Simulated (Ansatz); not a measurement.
Geometry optimisation, RKS PBE-D4/cc-pVDZ in Ansatz.

The input (input.yaml):

```yaml
crystal:
  periodic: [false, false, false]
  atoms:
    - { symbol: B, position_ang: [0.0, 0.0, 0.0] }
    - { symbol: H, position_ang: [0.0, 0.0, 1.19] }
    - { symbol: C, position_ang: [1.3856, 0.0, -0.8] }
    - { symbol: H, position_ang: [1.7152, -1.0462, -0.9702] }
    - { symbol: H, position_ang: [1.2491, 0.508, -1.7774] }
    - { symbol: H, position_ang: [2.1552, 0.5381, -0.2082] }
    - { symbol: F, position_ang: [-1.1431, 0.0, -0.66] }
basis:
  gaussian: { orbitals: cc-pVDZ }
hamiltonian:
  xc: pbe
  dispersion: d4
relax:
  f_tol: 0.02
  max_steps: 40
output:
  orbitals: {}
```

Run as:

```bash
$ ansatz run input.yaml --threads 1 --pin off --max-ram 2048MiB --backend cpu --events-out ev --progress --plain --runs-dir out
```

Task: Where does it end, and by what steps?

Result: The forces met the threshold. After 11 steps the energy has fallen by 0.083 eV; H2 moved furthest, 0.30 Å.

```csv
step,energy less start (eV),largest force component (eV/Å),accepted
0,0.0000,1.968,yes
1,-0.0599,1.011,yes
2,-0.0706,0.392,yes
3,-0.0708,0.409,yes
4,-0.0772,0.226,yes
5,-0.0810,0.080,yes
6,-0.0822,0.030,yes
7,-0.0824,0.025,yes
8,-0.0825,0.042,yes
9,-0.0824,0.056,no
10,-0.0826,0.020,yes
11,-0.0826,0.015,yes
```

```xyz
7
Properties=species:S:1:pos:R:3
B 0.024 -0.011 -0.008
H -0.043 -0.294 1.178
C 1.359 0.011 -0.817
H 1.830 -0.997 -0.781
H 1.250 0.319 -1.875
H 2.089 0.683 -0.314
F -1.147 0.288 -0.610
```

Time of the run: 16 s on 1 thread of Arm Neoverse V2, on a shared host, peak memory 0.12 GiB.
